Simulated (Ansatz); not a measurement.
Relaxation of CH3AlS (6 atoms, charge 0, multiplicity 1), to a largest force component of 0.02 eV/Å in at most 40 steps.

Level of theory: RKS PBE0-D4/def2-SVP (Ansatz).

```xyz
6
Properties=species:S:1:pos:R:3:forces:R:3
C -0.270 -0.086 -0.762 0.54 -0.88 0.85
Al 0.266 0.489 1.015 -0.18 -0.80 -1.00
S 0.534 -1.542 0.390 -0.29 0.86 -0.19
H -1.264 -0.433 -1.040 -0.39 0.11 0.04
H 0.350 -0.030 -1.656 0.23 0.26 -0.20
H 0.384 1.602 2.053 0.09 0.44 0.51
```

Question: Where does it end, and by what steps?

Answer: It converged. After 5 steps the energy has fallen by 0.102 eV; C1 moved furthest, 0.09 Å.

```tsv
step	energy less start (eV)	largest force component (eV/Å)	accepted
0	0.0000	1.005	yes
1	-0.0682	0.474	yes
2	-0.0911	0.477	yes
3	-0.1018	0.058	yes
4	-0.1015	0.181	no
5	-0.1023	0.019	yes
```

```xyz
6
Properties=species:S:1:pos:R:3
C -0.246 -0.171 -0.755
Al 0.246 0.505 0.974
S 0.522 -1.516 0.375
H -1.282 -0.417 -1.025
H 0.364 -0.006 -1.653
H 0.395 1.606 2.084
```

The run took 9.5 s on 1 thread of Arm Neoverse V1 (shared host), peak memory 0.12 GiB.
